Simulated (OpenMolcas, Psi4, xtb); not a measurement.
## A ladder of methods for [CF3]+ (SMILES F[C+](F)F)

The species is [CF3]+ (4 atoms), meant as a singlet with charge +1. As SMILES, `F[C+](F)F`. The coordinates come from a PBE0-D4/def2-TZVP relaxation.

```xyz
4

F     0.6986   -0.1146    1.0054
C     0.0000    0.0000    0.0000
F    -0.6095   -0.9734   -0.4394
F    -0.0890    1.0880   -0.5660
```

Quantity: the HOMO–LUMO gap, in eV. The values are calculated.

| level | kind | program | value (eV) | CPU time |
| --- | --- | --- | --- | --- |
| GFN0-xTB | semi-empirical | xtb | 4.77 | under 2 s |
| HF/def2-SVPD | Hartree–Fock | OpenMolcas | 22.43 | 26 s |
| SVWN5/def2-SVPD | LDA | OpenMolcas | 7.64 | 48 s |
| revPBE/def2-SVPD | GGA | OpenMolcas | 7.81 | 61 s |
| M06-L/def2-SVPD | meta-GGA | Psi4 | 8.71 | 49 s |
| M06-2X/def2-SVPD | hybrid meta-GGA | Psi4 | 14.81 | 48 s |
| wB97M-V/def2-SVPD | range-separated hybrid | Psi4 | 16.45 | 1.7 min |
| wB97X/def2-SVPD | range-separated hybrid | Psi4 | 16.45 | 36 s |
| B2PLYP/def2-SVPD | double hybrid | OpenMolcas | 15.39 | 44 s |

The values span 4.77 to 22.43 eV. Orbital gaps aren't excitation energies, and those of double hybrids come from the SCF part alone; they tend to grow with the share of exact exchange. CPU times are rough (shared hosts, several kinds of processor): they show what a rung costs within a factor of a few.
